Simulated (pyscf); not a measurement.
## Concerted two-bond exchange: H₂C=Se + H₂ -> :HC–SeH [singlet] + H₂

Gas phase, singlet surface, charge 0. Bonds broken: C1–H3, H5–H6. Bonds formed: Se2–H5, H3–H6. Structures and frequencies: ωB97X-D3(BJ)/def2-SVP in PySCF.

Transition state (Å):

```xyz
6

C      0.0546     0.2072     0.1471
Se     1.6415     0.6118    -0.4330
H      0.5288    -1.1276     0.8571
H     -0.7736     0.8924    -0.0938
H      2.0381    -0.7879     0.3326
H      1.3277    -1.5894     0.9688
```

One imaginary mode, 1451i cm⁻¹; descent along it reached the two sides named.

| bond | change | reactant side (Å) | saddle | product side |
|---|---|---|---|---|
| C1–H3 | breaks | 1.099 | 1.584 | 2.6 |
| H5–H6 | breaks | 0.762 | 1.246 | 2.6 |
| Se2–H5 | forms | 3.1 | 1.644 | 1.478 |
| H3–H6 | forms | 2.7 | 0.929 | 0.765 |

Electronic energies relative to the separated reactants (kJ/mol):

```json
[
 {"level": "ωB97X-D3(BJ)/def2-TZVP", "barrier": "266.4", "reaction energy": "+199.8", "reverse barrier": "66.7"},
 {"level": "PBE/def2-TZVP", "barrier": "225.4", "reaction energy": "+199.2", "reverse barrier": "26.2"},
 {"level": "r²SCAN/def2-TZVP", "barrier": "236.9", "reaction energy": "+199.1", "reverse barrier": "37.8"},
 {"level": "B3LYP-D3(BJ)/def2-TZVP", "barrier": "254.5", "reaction energy": "+202.0", "reverse barrier": "52.5"},
 {"level": "PBE0-D3(BJ)/def2-TZVP", "barrier": "243.0", "reaction energy": "+203.1", "reverse barrier": "39.9"},
 {"level": "M06-2X/def2-TZVP", "barrier": "275.7", "reaction energy": "+207.0", "reverse barrier": "68.7"},
 {"level": "ωB97M-D3(BJ)/def2-TZVP", "barrier": "265.0", "reaction energy": "+200.2", "reverse barrier": "64.8"},
 {"level": "HF/def2-TZVP", "barrier": "342.1", "reaction energy": "+188.3", "reverse barrier": "153.9"}
]
```

With ωB97M-D3(BJ)/def2-TZVP energies and thermal terms (ideal gas, 1 atm, RRHO with modes under 100 cm⁻¹ raised to 100, one conformer, R ln 2 for chiral ones without a mode under 150 cm⁻¹), in kJ/mol:

```csv
T (K),ΔH‡,ΔG‡,ΔH,ΔG
298,259.1,293.1,+190.8,+188.2
600,255.5,329.2,+191.8,+185.1
900,255.7,366.1,+192.9,+181.5
1200,257.4,402.7,+193.9,+177.5
```

The same reactants have a lower exit, to H₃C–SeH (barrier +167.4 kJ/mol at ωB97M-D3(BJ)/def2-TZVP, against +265.0 kJ/mol here). One saddle was located; it need not be the lowest between these sides. Elements up to Kr have no core potential and no relativistic terms here.
